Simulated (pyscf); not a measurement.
Multi-bond step: H₃Si–O–SiH₂–O–SiH₃ (SMILES [SiH3]O[SiH2]O[SiH3]) + HF (SMILES F) + H₂O (SMILES O) → F–SiH₂–O–SiH₃ (SMILES F[SiH2]O[SiH3]) + HO–SiH₃ (SMILES O[SiH3]) + H₂O (SMILES O)

Gas phase, singlet surface, charge 0. Bonds broken: Si3–O4, H14–F15, H16–O17. Bonds formed: Si3–F15, O4–H16, H14–O17. Structures and frequencies: ωB97X-D3(BJ)/def2-SVP in PySCF.

Transition state (Å):

```xyz
18

Si     0.9347     0.9294    -1.6938
O     -0.4933     1.1987    -0.8914
Si    -1.5363     0.1202    -0.1534
O     -0.8981    -0.5080     1.3865
Si    -1.4135     0.2396     2.8280
H      1.5444     2.2580    -1.9770
H      1.9028     0.1851    -0.8185
H      0.7717     0.1883    -2.9722
H     -2.3537     1.1464     0.6160
H     -2.6396    -0.5756    -0.8645
H     -2.8735     0.0631     3.0197
H     -0.6709    -0.4994     3.8893
H     -1.0230     1.6706     2.8532
H      0.3960    -1.9030    -0.0712
F     -0.4665    -1.2688    -0.9104
H      0.0898    -1.3584     1.3139
O      0.8522    -2.0505     0.8706
H      1.6939    -1.5719     0.8266
```

One imaginary mode, 464i cm⁻¹; descent along it reached the two sides named, in the forms told below.

```json
[
 {"bond": "Si3–O4", "change": "breaks", "reactant side (Å)": "1.689", "saddle": "1.781", "product side": "1.886"},
 {"bond": "H14–F15", "change": "breaks", "reactant side (Å)": "0.966", "saddle": "1.360", "product side": "1.764"},
 {"bond": "H16–O17", "change": "breaks", "reactant side (Å)": "0.979", "saddle": "1.121", "product side": "1.527"},
 {"bond": "Si3–F15", "change": "forms", "reactant side (Å)": "3.0", "saddle": "1.910", "product side": "1.749"},
 {"bond": "O4–H16", "change": "forms", "reactant side (Å)": "1.799", "saddle": "1.306", "product side": "1.026"},
 {"bond": "H14–O17", "change": "forms", "reactant side (Å)": "1.552", "saddle": "1.057", "product side": "0.980"}
]
```

Electronic energies relative to the separated reactants (kcal/mol):

```tsv
level	barrier	reaction energy	reverse barrier
ωB97X-D3(BJ)/def2-TZVP	-0.4	-4.6	4.2
PBE/def2-TZVP	-4.2	-8.6	4.4
r²SCAN/def2-TZVP	-5.0	-7.6	2.7
B3LYP-D3(BJ)/def2-TZVP	-0.2	-5.9	5.7
PBE0-D3(BJ)/def2-TZVP	-3.3	-5.7	2.4
M06-2X/def2-TZVP	-1.4	-5.8	4.4
ωB97M-D3(BJ)/def2-TZVP	-0.7	-6.5	5.8
HF/def2-TZVP	26.4	-8.2	34.6
```

With ωB97M-D3(BJ)/def2-TZVP energies and thermal terms (ideal gas, 1 atm, RRHO with modes under 100 cm⁻¹ raised to 100, one conformer, R ln 2 for rigid chiral ones), in kcal/mol:

```
T (K)   ΔH‡   ΔG‡    ΔH     ΔG
-----  ----  ----  ----  -----
298     0.2  23.6  -6.4   -8.1
600    -0.1  47.5  -7.0   -9.6
900     0.8  71.2  -7.4  -10.8
1200    2.3  94.4  -7.7  -11.9
```

On the reactant side the descent ends in a bound adduct (not fully relaxed), 17.4 kcal/mol under the separated species and 17.0 kcal/mol under the saddle at ωB97X-D3(BJ)/def2-TZVP. On the product side the descent ends in an adduct with a O–Si contact, 1.6 kcal/mol under the separated species and 5.8 kcal/mol under the saddle at ωB97X-D3(BJ)/def2-TZVP. At ωB97X-D3(BJ), PBE, r²SCAN, B3LYP-D3(BJ), PBE0-D3(BJ), M06-2X, ωB97M-D3(BJ) the saddle lies under the separated reactants, which points to a path from their complex (located at ωB97X-D3(BJ) alone). What is counted as broken (O–Si) persists as a longer contact in the product adduct; parting that adduct is a step of its own. This is the saddle that the search found; another between the same sides may lie lower.
